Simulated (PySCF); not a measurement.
CH2F2, optimised at HF/6-31G*:

```xyz
5

C     -0.0144     0.0169    -0.0043
F     -0.0157     0.5369    -1.2375
F     -0.0230    -1.3179    -0.1018
H      0.8857     0.3236     0.5026
H     -0.9070     0.3347     0.5091
```

Energies from PySCF (xtb for GFN2), thermal terms from the rigid-rotor harmonic-oscillator model, ideal gas at 1 bar. 6-31G* has spherical d functions here. All species are closed-shell singlets. B3LYP is the form with VWN-RPA correlation.

Q: List the harmonic frequencies (cm⁻¹, unscaled) at this level and at the other levels, each on its own geometry.

A: 
- HF/6-31G*: 571, 1237, 1257, 1300, 1413, 1640, 1713, 3299, 3373
- B3LYP/6-31G*: 520, 1132, 1132, 1192, 1277, 1502, 1567, 3062, 3125
- GFN2-xTB: 479, 1061, 1063, 1075, 1204, 1306, 1406, 2922, 2924
- PBE/def2-SVP: 521, 1101, 1110, 1146, 1219, 1425, 1464, 2937, 3002
- PBE0/def2-TZVP: 536, 1125, 1143, 1189, 1276, 1463, 1531, 3059, 3130
